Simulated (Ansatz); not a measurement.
**C2H4N2: a ladder of functionals and wavefunction methods**

One table from this session's results is given with a row withheld; the runs are named, their logs left out.

The runs use Ansatz 0.2.0, Gaussian basis; functionals in def2-TZVPP, the program's frozen cores in correlated methods.

The runs, in order: LDA (SPW92), PBE-D4, revPBE-D4, BLYP-D4, r2SCAN-D4, B97M-V, PBE0-D4, B3LYP-D4, r2SCANh-D4, r2SCAN0-D4, HSE06-D4, BHLYP-D4, CAM-B3LYP-D4, LC-ωPBE, ωB97X-V, ωB97M-V, B2PLYP, PBE-QIDH; CCSD(T)/def2-SVP; CCSD(T)/def2-TZVPP; MP2/def2-QZVPP; extrapolation to the limit; RPA on PBE.

## The geometry

All runs share one geometry, relaxed beforehand with PBE0-D4 in a triple-zeta def2 set.

8 atoms, charge 0, spin multiplicity 1.

Atoms are counted from 1 here; the program's logs count them from 0.

Bond lengths: N1–C2 1.227 Å, N1–H5 1.022 Å, C2–C3 1.309 Å, C3–N4 1.418 Å, C3–H6 1.084 Å, N4–H7 1.013 Å, N4–H8 1.011 Å. Angles: C2–N1–H5 114.4°, N1–C2–C3 175.8°, C2–C3–N4 125.5°, C2–C3–H6 117.7°, N4–C3–H6 116.5°, C3–N4–H7 111.1°, C3–N4–H8 111.8°, H7–N4–H8 108.2°.

The first run:

File in.yaml:

```yaml
crystal:
  periodic: [false, false, false]
  atoms:
    - {symbol: N, position_ang: [-0.901578, 1.847780, -0.417546]}
    - {symbol: C, position_ang: [-0.177388, 0.906931, -0.109498]}
    - {symbol: C, position_ang: [0.558255, -0.092282, 0.307477]}
    - {symbol: N, position_ang: [0.262923, -1.466349, 0.121919]}
    - {symbol: H, position_ang: [-0.790110, 2.167322, -1.381891]}
    - {symbol: H, position_ang: [1.522435, 0.139876, 0.745678]}
    - {symbol: H, position_ang: [0.249733, -1.959813, 1.006241]}
    - {symbol: H, position_ang: [-0.632071, -1.600566, -0.328179]}
basis:
  gaussian: {orbitals: def2-TZVPP}
hamiltonian: {xc: lda}
output: {orbitals: {seedname: orbitals}}
```

On the command line:

```
$ ansatz run in.yaml --threads 2 --pin off --events-out ev --progress --plain --max-ram 4352MiB
```

Steps of the session up to this table: LDA; PBE-D4 (GGA); revPBE-D4 (GGA); BLYP-D4 (GGA); r2SCAN-D4 (meta-GGA); B97M-V (meta-GGA); PBE0-D4 (hybrid); B3LYP-D4 (hybrid); r2SCANh-D4 (hybrid); r2SCAN0-D4 (hybrid); HSE06-D4 (hybrid); BHLYP-D4 (hybrid); CAM-B3LYP-D4 (range-separated); LC-ωPBE (range-separated); ωB97X-V (range-separated); ωB97M-V (range-separated); B2PLYP (double hybrid); PBE-QIDH (double hybrid).

One table of the session follows, with a row left open; its other results are not shown here.

It belongs to the step «Frontier levels by functional». 

```
  functional  HOMO (eV)  gap (eV)
 LDA (SPW92)      -4.72      3.03
      PBE-D4      -4.59      3.14
   revPBE-D4      -4.54      3.18
     BLYP-D4      -4.49      3.14
   r2SCAN-D4      -4.79      3.60
      B97M-V      -4.87      3.79
     PBE0-D4      -5.80      5.42
    B3LYP-D4      -5.62      4.96
  r2SCANh-D4      -5.25      4.45
  r2SCAN0-D4      -5.94      5.72
    HSE06-D4      -5.41      4.64
    BHLYP-D4      -6.94      7.63
CAM-B3LYP-D4          ?         ?
     LC-ωPBE      -8.43     10.43
     ωB97X-V      -8.09      9.97
     ωB97M-V      -8.00      9.67
```

Estimate the missing values for CAM-B3LYP-D4.

**Answer.** HOMO (eV): -7.14; gap (eV): 7.87. In the column «HOMO (eV)» it lies between ωB97M-V (-8.00) and BHLYP-D4 (-6.94).
